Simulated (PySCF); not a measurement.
Isomers of C5H10.

All values: B3LYP/def2-SVPD (PySCF) at PBE0-D3(BJ)/def2-SVP geometries, gas phase, one conformer each. Core orbitals are frozen in the response; Δα² is half the sum of the squared differences of the principal polarisabilities.

Question: Rank by vertical ionisation energy (ΔSCF), lowest first.
A. `[CH2:1]=[C:2]([CH3:3])[CH2:4][CH3:5]` with C1–C2–C4–C5 -113° (2-methyl-1-butene)
B. `[CH3:1]/[CH:2]=[CH:3]/[CH2:4][CH3:5]` with C2–C3–C4–C5 -118°
C. `CC1(C)CC1`
D. `CC=C(C)C` (2-methyl-2-butene)
E. `[CH2:1]1[CH2:2][CH2:3][CH2:4][CH2:5]1` with C5–C1–C2–C3 -34°, C1–C2–C3–C4 13°, C2–C3–C4–C5 13°, C3–C4–C5–C1 -34° (cyclopentane)
F. `[CH2:1]=[CH:2][CH:3]([CH3:4])[CH3:5]` with C1–C2–C3–C4 -118°

Answer: D (8.67 eV), B (9.03 eV), A (9.18 eV), F (9.57 eV), C (9.70 eV), E (10.82 eV).

Question: Rank by HOMO–LUMO gap, lowest first.
A. `[CH2:1]1[CH2:2][CH2:3][CH2:4][CH2:5]1` with C5–C1–C2–C3 -34°, C1–C2–C3–C4 13°, C2–C3–C4–C5 13°, C3–C4–C5–C1 -34°
B. `CC1(C)CC1`
C. `[CH2:1]=[CH:2][CH:3]([CH3:4])[CH3:5]` with C1–C2–C3–C4 -118° (3-methyl-1-butene)
D. `[CH3:1]/[CH:2]=[CH:3]\[CH2:4][CH3:5]` with C2–C3–C4–C5 -116°
E. `[CH3:1][CH2:2][CH:3]1[CH2:4][CH2:5]1` with C1–C2–C3–C4 -82°

Answer: D (6.98 eV), C (7.27 eV), B (7.92 eV), E (8.37 eV), A (8.97 eV).

Question: Rank by dipole moment, highest first.
A. `[CH3:1]/[CH:2]=[CH:3]\[CH2:4][CH3:5]` with C2–C3–C4–C5 -116°
B. `[CH2:1]=[C:2]([CH3:3])[CH2:4][CH3:5]` with C1–C2–C4–C5 -113°
C. `[CH3:1]/[CH:2]=[CH:3]/[CH2:4][CH3:5]` with C2–C3–C4–C5 -118° (trans-2-pentene)

Answer: B (0.55 D), A (0.28 D), C (0.06 D).

All values together:

| SMILES | μ (D) | HOMO (eV) | LUMO (eV) | α (Å³) | Δα (Å³) | ΔSCF removal energy (eV) |
| --- | --- | --- | --- | --- | --- | --- |
| CC1(C)CC1 | 0.11 | -7.43 | 0.49 | 9.03 | 0.90 | 9.70 |
| CC=C(C)C | 0.20 | -6.41 | 0.45 | 9.75 | 4.30 | 8.67 |
| CCC1CC1 | 0.11 | -7.72 | 0.64 | 8.99 | 1.87 | 10.02 |
| C=C(C)CC | 0.55 | -6.84 | 0.13 | 9.56 | 2.99 | 9.18 |
| C/C=C\CC | 0.28 | -6.72 | 0.27 | 9.70 | 4.11 | 9.04 |
| C/C=C/CC | 0.06 | -6.73 | 0.26 | 9.82 | 4.59 | 9.03 |
| C=CC(C)C | 0.36 | -7.18 | 0.09 | 9.62 | 3.04 | 9.57 |
| C1CCCC1 | 0.02 | -8.51 | 0.46 | 8.75 | 1.18 | 10.82 |

Conformers: `[CH3:1][CH2:2][CH:3]1[CH2:4][CH2:5]1` with C1–C2–C3–C4 -82°; `[CH2:1]=[C:2]([CH3:3])[CH2:4][CH3:5]` with C1–C2–C4–C5 -113°; `[CH3:1]/[CH:2]=[CH:3]\[CH2:4][CH3:5]` with C2–C3–C4–C5 -116°; `[CH3:1]/[CH:2]=[CH:3]/[CH2:4][CH3:5]` with C2–C3–C4–C5 -118°; `[CH2:1]=[CH:2][CH:3]([CH3:4])[CH3:5]` with C1–C2–C3–C4 -118°; `[CH2:1]1[CH2:2][CH2:3][CH2:4][CH2:5]1` with C5–C1–C2–C3 -34°, C1–C2–C3–C4 13°, C2–C3–C4–C5 13°, C3–C4–C5–C1 -34°.

By how much does the ΔSCF value exceed −ε(HOMO) over the species that have both?

By 2.26 to 2.39 eV, 2.31 eV on average, over 8 species.
